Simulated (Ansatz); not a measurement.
Results of RPBE (Ansatz, an electronic-structure program, PAW) for fcc Sr.

Settings: plane-wave cutoff 520 eV, 16×16×16 k mesh, Fermi–Dirac smearing 0.05 eV, scalar-relativistic PAW data made under PBE.

Pressure at four volumes; x = ln(V/58.330 Å³). One pressure is withheld.

| V (Å³/atom) | x | P (GPa) |
|---|---|---|
| 54.830 | -0.0619 | 0.726 |
| 58.330 | 0.0000 | 0.001 |
| 60.663 | 0.0392 | -0.394 |
| 61.830 | 0.0583 | ? |

Problem. Pass a parabola P(x) through the three rows shown, estimate the bulk modulus and its pressure derivative near zero pressure, and predict the withheld pressure.

Solution. Slopes between the rows: (0.001 − (0.726))/(0.0000 − (-0.0619)) = -11.71 and (-0.394 − (0.001))/(0.0392 − (0.0000)) = -10.08 GPa. Their difference over the span 0.1011 is c = 1.63/0.1011 = 16.1 GPa, so P(x) = 0.726 + (-11.71)(x − (-0.0619)) + 16.1 (x − (-0.0619))(x − (0.0000)). At the middle row B = −dP/dx = −[-11.71 + 16.1 × 0.0619] = 10.7 GPa, and B′ = dB/dP = 2c/B = 3.0. At x = 0.0583 the parabola gives -0.569 GPa; the run gives -0.568 GPa. The Birch–Murnaghan fit to the energies at all volumes has B0 = 10.7 GPa and B′ = 3.1.

Measured, for comparison: bulk modulus 12.5 GPa (corrected for temperature and zero-point phonon effects, sources range from 12.0 to 12.5; as tabulated in Levämäki et al. (2014), arXiv:1402.3671). Computed less measured: bulk modulus -14 % (-11 % to -14 % over the range).
